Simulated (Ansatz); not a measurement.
One stationary structure of Nb. Space group Im-3m (No. 229), bcc (W type). Computed with r2SCAN (plane waves to 500 eV, PAW, scalar-relativistic; Ansatz, a program for electronic structure).

Space group Im-3m (No. 229); a = b = c = 3.3029 Å, α = β = γ = 90.00°

```csv
atom,site,symmetry,x,y,z
Nb,2a,m-3m,0.0000,0.0000,0.0000
```
(The calculation used a cell of 1 atom; values per cell refer to that cell.)

```json
{
  "volume_per_atom": "18.02 Å³",
  "band_gap": "no gap (metallic)",
  "shortest_distances": "Nb–Nb 2.86 Å",
  "k-mesh": "20×20×20"
}
```

Band energies at high-symmetry points (eV from the Fermi level; labels of this space group; no spin-orbit coupling), from −5 eV up to 3.2 eV:

| point | energies |
|---|---|
| Γ | 0.43 0.43 0.43 |
| H | -3.90 -3.90 |
| N | -3.91 -1.72 2.25 |
| P | -1.20 -1.20 -1.20 |

No spin polarisation in the result.

Measured for Nb: a 3.294 Å (static lattice; corrected from measurement; as listed in Daniel Mejia-Rodriguez, S. B. Trickey, Phys. Rev. B (2018)). Computed minus measured — a: r2SCAN +0.3 %. The computed values are for a static lattice.

The run could not lose the symmetry of its start; a randomly shaken copy of 2 atoms returns to this structure.
